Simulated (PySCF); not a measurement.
First SCF of a structure search on singlet S₂S₂, at a hand-made linear X-M-M-X geometry. PySCF input:

```python
from pyscf import gto, scf, dft
mol = gto.M(atom='''
S      0.000000     0.000000     1.030000
S      0.000000     0.000000    -1.030000
S      0.000000     0.000000     3.090000
S      0.000000     0.000000    -3.090000''',
    basis={'S': 'def2-TZVP'},
    charge=0, spin=0)
mf = dft.RKS(mol, xc='PBE0')
mf.grids.atom_grid = (50, 194)
aux = {'S': 'def2-universal-JKFIT'}
mf = mf.density_fit(auxbasis=aux)
mf.conv_tol = 1e-08
mf.diis_space = 10
mf.max_cycle = 60
mf.init_guess = 'minao'
mf.verbose = 4
mf.kernel()
```

Excerpt of the output (cycles and frontier levels):

```
init E= -1592.52547288587
  HOMO = -0.264444682524035  LUMO = -0.191973070388519  gap/eV = 1.97205
cycle= 1 E= -1592.13665057645  delta_E= 0.389  |g|= 0.369  |ddm|= 2.46
  HOMO = -0.250919045663109  LUMO = -0.187230652876003  gap/eV = 1.73305
cycle= 2 E= -1591.7459153554  delta_E= 0.391  |g|= 1.16  |ddm|=  1.2
  HOMO = -0.266753017613982  LUMO = -0.172655627689722  gap/eV = 2.56052
cycle= 3 E= -1592.17258426313  delta_E= -0.427  |g|= 0.0716  |ddm|= 0.959
  HOMO = -0.266139554058831  LUMO = -0.172369458816742  gap/eV = 2.55161
cycle= 4 E= -1592.17384767279  delta_E= -0.00126  |g|= 0.0101  |ddm|= 0.0604
  HOMO = -0.266704552926333  LUMO = -0.172639041097909  gap/eV = 2.55965
cycle= 5 E= -1592.17386696643  delta_E= -1.93e-05  |g|= 0.00378  |ddm|= 0.0124
  HOMO = -0.266535978974112  LUMO = -0.172391107592016  gap/eV = 2.56181
cycle= 6 E= -1592.17387056791  delta_E= -3.6e-06  |g|= 0.00103  |ddm|= 0.00398
  HOMO = -0.266524855197124  LUMO = -0.172393569628566  gap/eV = 2.56144
cycle= 7 E= -1592.17387090991  delta_E= -3.42e-07  |g|= 8.51e-05  |ddm|= 0.000804
  HOMO = -0.266524128128944  LUMO = -0.172394715749274  gap/eV = 2.56139
cycle= 8 E= -1592.17387091147  delta_E= -1.56e-09  |g|= 1.92e-05  |ddm|= 0.000114
  HOMO = -0.266525882099728  LUMO = -0.172398800278269  gap/eV = 2.56133
Extra cycle  E= -1592.17387091037  delta_E= 1.1e-09  |g|= 6.11e-05  |ddm|= 7.09e-05
converged SCF energy = -1592.17387091037
```

No lower solution of this spin was found by a stability analysis within the restricted form, which does not test spin polarisation.

At the minimum of this search the closed-shell solution is unstable towards spin polarisation, so a lower open-shell solution exists.

The search for the lowest solution, with the stability check, took 9.9 s on 4 threads of a shared Arm Neoverse V1 host, with 148 basis functions; the process peaked at 0.46 GiB.
